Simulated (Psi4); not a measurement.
**BF (SMILES [B]F) at HSE06/def2-TZVPPD**

What is the energy change on altering one bond length of BF at HSE06/def2-TZVPPD? 

The results are computed with Psi4 1.11.

## (1) The system as given

The species is BF (2 atoms), meant as a singlet with charge 0. As SMILES, `[B]F`. The coordinates come from a PBE0-D4/def2-TZVP relaxation.

Bond lengths: B1–F2 1.263 Å.

## (2) Energy and gradient at HSE06/def2-TZVPPD

Contents of bf_ase.py:

```python
import numpy as np
from ase.calculators.psi4 import Psi4
from ase import Atoms

mol = Atoms(['B', 'F'], positions=[
    [0.000000, 0.000000, -0.009350],
    [0.000000, 0.000000, 1.253740],
])
calc = Psi4(atoms=mol, method='hse06', basis='def2-TZVPPD', memory='2200MB', num_threads=1, charge=0, multiplicity=1, label='calc')
calc.psi4.set_options({'puream': True, 'e_convergence': 1e-09, 'd_convergence': 1e-08, 'scf_type': 'pk', 'dft_radial_points': 99, 'dft_spherical_points': 590})
mol.calc = calc

forces = mol.get_forces()
print(f'energy: {mol.get_potential_energy():.6f} eV')
print('forces / eV A^-1')
print(np.round(forces, 5))
```

The run is started by

```
$ python bf_ase.py
```

calc.dat:

```text
[...]
  Running in c1 symmetry.
[...]
  Nuclear repulsion =   18.852951476260600
[...]
  Multiplicity = 1
[...]
  Nalpha       = 7
  Nbeta        = 7
[...]
    Number of basis functions: 77
[...]
   @RKS iter   1:  -124.56139510771831   -4.12827e-01   4.19497e-03 DIIS/ADIIS
[...]
   @RKS iter   9:  -124.59300583976119   -5.54223e-13   6.87948e-10 DIIS
[...]
    Orbital Energies [Eh]
    ---------------------
    Doubly Occupied:
       1A    -24.845250     2A     -6.878150     3A     -1.316450
       4A     -0.626583     5A     -0.534236     6A     -0.534236
       7A     -0.280292
[...]
  @RKS Final Energy:  -124.59300583976119
   => Energetics <=
    Nuclear Repulsion Energy =             18.8529514762605999
    One-Electron Energy =                -208.8936559868188851
    Two-Electron Energy =                  76.5126097829192702
    DFT Exchange-Correlation Energy =     -11.0649111121221893
    Empirical Dispersion Energy =           0.0000000000000000
    VV10 Nonlocal Energy =                  0.0000000000000000
    Total Energy =                       -124.5930058397611901
[...]
 Multipole Moments:
 ------------------------------------------------------------------------------------
     Multipole            Electronic (a.u.)      Nuclear  (a.u.)        Total (a.u.)
 ------------------------------------------------------------------------------------
 L = 1.  Multiply by 2.5417464519 to convert [e a0] to [Debye]
 Dipole X            :          0.0000000            0.0000000            0.0000000
 Dipole Y            :          0.0000000            0.0000000            0.0000000
 Dipole Z            :          0.0652342            0.3254674            0.3907016
 Magnitude           :                                                    0.3907016
[...]
  -Total Gradient:
     Atom            X                  Y                   Z
    ------   -----------------  -----------------  -----------------
       1        0.000000000008     0.000000000014     0.000669872445
       2       -0.000000000008    -0.000000000014    -0.000652919963
[...]
```

The script printed:

```text
energy: -3390.348378 eV
forces / eV A^-1
[[-0.      -0.      -0.03445]
 [ 0.       0.       0.03357]]
```

Run time: 13 s. Hardware: 1 thread of Intel Xeon 6975P-C (Granite Rapids), shared host; peak memory 0.56 GiB.

## (3) The distorted shape, same level

Contents of calc.dat:

```
memory 2200 mb

molecule mol {
  0 1
  B
  F 1 R2

  R2 = 1.4526
  symmetry c1
  no_reorient
  no_com
}

set basis def2-TZVPPD
set reference rks
set puream true
set e_convergence 1e-09
set d_convergence 1e-08
set scf_type pk
set dft_radial_points 99
set dft_spherical_points 590

E, wfn = gradient('hse06', return_wfn=True)
oeprop(wfn, 'LOWDIN_CHARGES', 'WIBERG_LOWDIN_INDICES', 'MAYER_INDICES')
print_variables()
```

The run is started by

```
$ psi4 calc.dat calc.out -n 1
```

calc.out:

```text
[...]
  Running in c1 symmetry.
[...]
  Nuclear repulsion =   16.393346055452295
[...]
  Multiplicity = 1
[...]
  Nalpha       = 7
  Nbeta        = 7
[...]
    Number of basis functions: 77
[...]
   @RKS iter   1:  -124.53502239682281   -5.27010e-01   4.48301e-03 DIIS/ADIIS
[...]
   @RKS iter   9:  -124.57094354098759   -1.42109e-12   9.04824e-10 DIIS
[...]
    Orbital Energies [Eh]
    ---------------------
    Doubly Occupied:
       1A    -24.803090     2A     -6.916987     3A     -1.234824
       4A     -0.567926     5A     -0.471870     6A     -0.471870
       7A     -0.302998
[...]
  @RKS Final Energy:  -124.57094354098759
   => Energetics <=
    Nuclear Repulsion Energy =             16.3933460554522945
    One-Electron Energy =                -204.4588814417716094
    Two-Electron Energy =                  74.5036742889025732
    DFT Exchange-Correlation Energy =     -11.0090824435708434
    Empirical Dispersion Energy =           0.0000000000000000
    VV10 Nonlocal Energy =                  0.0000000000000000
    Total Energy =                       -124.5709435409875852
[...]
 Multipole Moments:
 ------------------------------------------------------------------------------------
     Multipole            Electronic (a.u.)      Nuclear  (a.u.)        Total (a.u.)
 ------------------------------------------------------------------------------------
 L = 1.  Multiply by 2.5417464519 to convert [e a0] to [Debye]
 Dipole X            :          0.0000000            0.0000000            0.0000000
 Dipole Y            :         -0.0000000            0.0000000           -0.0000000
 Dipole Z            :         -0.4034897            0.3742995           -0.0291902
 Magnitude           :                                                    0.0291902
[...]
  -Total Gradient:
     Atom            X                  Y                   Z
    ------   -----------------  -----------------  -----------------
       1        0.000000000013    -0.000000000016    -0.099749720096
       2       -0.000000000013     0.000000000016     0.099745494989
[...]
```

It took 11 s on 1 thread of Intel Xeon 6975P-C (Granite Rapids), shared host; peak memory 0.55 GiB.

## (4) Summary of results

Level: HSE06/def2-TZVPPD.

```
                                                         quantity          value
                                        first shape: total energy  -124.59301 Eh
                                       first shape: dipole moment         0.99 D
                                         first shape: HOMO energy       -7.63 eV
                                         first shape: LUMO energy       -1.45 eV
                                       first shape: HOMO–LUMO gap        6.18 eV
                            first shape: largest force on an atom     0.034 eV/Å
                                    distorted shape: total energy  -124.57094 Eh
                                   distorted shape: dipole moment         0.07 D
                                     distorted shape: HOMO energy       -8.24 eV
                                     distorted shape: LUMO energy       -2.27 eV
                                   distorted shape: HOMO–LUMO gap        5.97 eV
                        distorted shape: largest force on an atom     5.129 eV/Å
energy change with the B1–F2 bond stretched from 1.263 to 1.453 Å       0.600 eV
```

With the B1–F2 bond stretched from 1.263 to 1.453 Å the energy rises by 0.60 eV (13.8 kcal/mol). The first shape isn't relaxed at this level, so the change isn't measured from a minimum.
